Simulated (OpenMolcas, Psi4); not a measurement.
**OpenMolcas → Psi4**

OpenMolcas 26.06 runs this on BCl (SMILES [B]Cl):

mol.inp:
```
* BCl Kohn-Sham DFT

&gateway
 baslib=$CurrDir
 coord
 2
 bohr
 B      0.00000000     0.00000000    -0.13163832
 Cl     0.00000000     0.00000000     3.11462770
 basis=def2-TZVPPD
 group=NoSym

&seward
 gridinput
 Grid=UltraFine
 End of Grid

&scf
 ksdft=M062X
 thresholds=1e-10 1e-07 1e-07 1e-05
 prorbitals=1 1

&alaska
```

```bash
$ export MOLCAS_MEM=1860
$ pymolcas mol.inp > mol.log
```

(Basis files named in the input come from the Basis Set Exchange and aren't shown.)

The shape is that of a PBE0-D4/def2-TZVP optimisation.

It gives a total energy of -484.980312 Eh.

**Question.** Write the same calculation for Psi4 1.11 as a QCSchema file, asking for the energy.

**Answer.** One way, which was run:

input.json:
```json
{
  "schema_name": "qcschema_input",
  "schema_version": 1,
  "molecule": {
    "schema_name": "qcschema_molecule",
    "schema_version": 2,
    "symbols": ["B", "Cl"],
    "geometry": [0.0, 0.0, -0.13163832, 0.0, 0.0, 3.1146277],
    "molecular_charge": 0,
    "molecular_multiplicity": 1,
    "fix_symmetry": "c1"
  },
  "driver": "energy",
  "model": {
    "method": "m06-2x",
    "basis": "def2-TZVPPD"
  },
  "keywords": {
    "puream": true,
    "e_convergence": 1e-09,
    "d_convergence": 1e-08,
    "scf_type": "pk",
    "dft_radial_points": 99,
    "dft_spherical_points": 590,
    "scf_properties": ["MAYER_INDICES", "LOWDIN_CHARGES", "WIBERG_LOWDIN_INDICES"]
  }
}
```

```bash
$ psi4 --qcschema input.json -n 1 --memory 2200MB
```

Its energy is -484.980308 Eh, 0.004 mEh from the first.
